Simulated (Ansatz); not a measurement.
## What a trial cell of Li3H2 relaxes into

Level of theory: DFT PBE, scalar-relativistic, plane waves, PAW in Ansatz. Cutoff 420 eV, Γ-centred k mesh, Gaussian smearing, no spin polarisation in the final step.

Li3H2 was placed on the anti-tetradymite structure type (R-3m, No. 166), with H in place of Bi, Li in place of Te, at a guessed volume.

```
Li H
1.0
     1.45226    0.83846    6.73196
    -1.45226    0.83846    6.73196
     0.00000   -1.67692    6.73196
Li H
3 2
Direct
  0.00000 0.00000 0.00000
  0.20950 0.20950 0.20950
  0.79050 0.79050 0.79050
  0.40000 0.40000 0.40000
  0.60000 0.60000 0.60000
```

Steps on the 6×6×6 mesh (5 atoms). 6 of 7 steps are shown, and the free energy counts from the last. Trial steps that were taken back and renewals of the plane-wave basis can be among the rows.

| step | ΔF (meV/atom) | V (Å³/atom) | P (GPa) | largest force component (eV/Å) |
| --- | --- | --- | --- | --- |
| 1 | 158.1 | 9.84 | 1.42 | 1.872 |
| 2 | 46.4 | 9.78 | 0.84 | 0.589 |
| 3 | 3.1 | 9.68 | 1.35 | 0.124 |
| 4 | 1.4 | 9.80 | 1.03 | 0.020 |
| 5 | 0.5 | 10.04 | 0.37 | 0.037 |
| 7 | 0.0 | 10.14 | 0.05 | 0.017 |

A final relaxation ran on a 18×18×18 mesh. The relaxed crystal, R-3m (No. 166):

```cif
data_structure
_symmetry_space_group_name_H-M 'R-3m:H'
_symmetry_Int_Tables_number 166
_cell_length_a 2.8284
_cell_length_b 2.8284
_cell_length_c 22.0054
_cell_angle_alpha 90.000
_cell_angle_beta 90.000
_cell_angle_gamma 120.000
_cell_volume 152.45
loop_
_atom_site_label
_atom_site_type_symbol
_atom_site_symmetry_multiplicity
_atom_site_Wyckoff_symbol
_atom_site_fract_x
_atom_site_fract_y
_atom_site_fract_z
_atom_site_occupancy
Li1 Li 3 a 0.00000 0.00000 0.00000 1
Li2 Li 6 c 0.33333 0.66667 0.89350 1
H1 H 6 c 0.66667 0.33333 0.72076 1
```

For Li3H2, the volume per atom is 10.16 Å³ and the density is 0.75 g/cm³. The energy over the elements is -0.30 eV/atom. The gap on the 18×18×18 mesh is 0 eV (a metal).

Energies over the elements count from the elements' standard structures at the same level (H₂ as a molecule), with no empirical corrections.

The final run used a 18×18×18 mesh on its 5-atom cell and 0.10 eV smearing. The k mesh leaves about 4 meV/atom of noise in metals.

Symmetry constrained the relaxation, so the result can be a saddle point.

Cost: 3 runs of about 0.75 core-minutes in all, on Intel Xeon 6975P-C (Granite Rapids) (shared hosts).